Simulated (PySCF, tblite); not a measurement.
K+ and acetonitrile

A gas-phase complex of K+ and acetonitrile; charge +1, singlet. The structure comes from a short search (6 tight-binding starts) and was relaxed by PBE0-D3(BJ)/def2-SVPD; another way of binding may lie lower. Frequencies by PBE0-D3(BJ)/def2-SVPD show no clear imaginary mode.

```tsv
part	name	SMILES	atoms	charge	multiplicity
1	K+	[K+]	1	+1	1
2	acetonitrile	CC#N	2–7	0	1
```

| atom | part | x (Å) | y (Å) | z (Å) |
| --- | --- | --- | --- | --- |
| K1 | 1 | 0.004 | -0.545 | 0.126 |
| C2 | 2 | 3.553 | -1.575 | 3.863 |
| C3 | 2 | 2.585 | -1.285 | 2.827 |
| N4 | 2 | 1.813 | -1.052 | 1.999 |
| H5 | 2 | 3.247 | -1.097 | 4.803 |
| H6 | 2 | 3.621 | -2.660 | 4.016 |
| H7 | 2 | 4.540 | -1.191 | 3.568 |

Contacts between parts, classed by geometry: K1···N4 2.653 Å (ion contact).

Interaction energies are complex less parts, with the parts frozen as they stand in it; counterpoise-corrected, in kcal/mol (PySCF).

Problem. Give the interaction energy at each level run.

Solution. 
| level | interaction | superposition error removed |
| --- | --- | --- |
| wB97M-D3(BJ)/def2-TZVPD | -24.42 | -0.22 |
| PBE0-D3(BJ)/def2-TZVPD | -25.20 | -0.23 |

Problem. What holds them together? Decompose the wB97M-D3(BJ)/def2-TZVPD energy: frozen parts, their antisymmetrised product, then relaxation.

Solution. electrostatic -26.1, Pauli repulsion +9.6, orbital relaxation -7.6, dispersion correction -0.5 kcal/mol, which sum to the value before the counterpoise correction; the Pauli term holds the exchange-correlation of the frozen density too. Of the attraction, 76 % is electrostatic, 22 % is orbital relaxation, 2 % is dispersion correction.

The parts were also relaxed and run alone, at the levels used for the complex: shieldings by PBE0/pcSseg-2; core levels by delta-SCF with SCAN, pcX-2 on the ionised atom and pcseg-1 elsewhere, spin-free X2C.

Problem. How do these values change when the complex forms?

Solution. 
```json
{"property": "shielding of K1 (ppm)", "alone": "1325.5", "in the complex": "1288.6", "change": "-36.9"}
{"property": "shielding of N4 (ppm)", "alone": "-38.2", "in the complex": "6.4", "change": "+44.6"}
{"property": "C2 1s core level (eV)", "alone": "292.80", "in the complex": "296.11", "change": "+3.32"}
{"property": "C3 1s core level (eV)", "alone": "292.66", "in the complex": "297.01", "change": "+4.35"}
{"property": "N4 1s core level (eV)", "alone": "405.35", "in the complex": "409.44", "change": "+4.09"}
```

The core-hole states of C3, N4 are spin-contaminated (⟨S²⟩ 0.83, 0.81 against 0.75 for a pure doublet), so those values and differences from them are less sure.
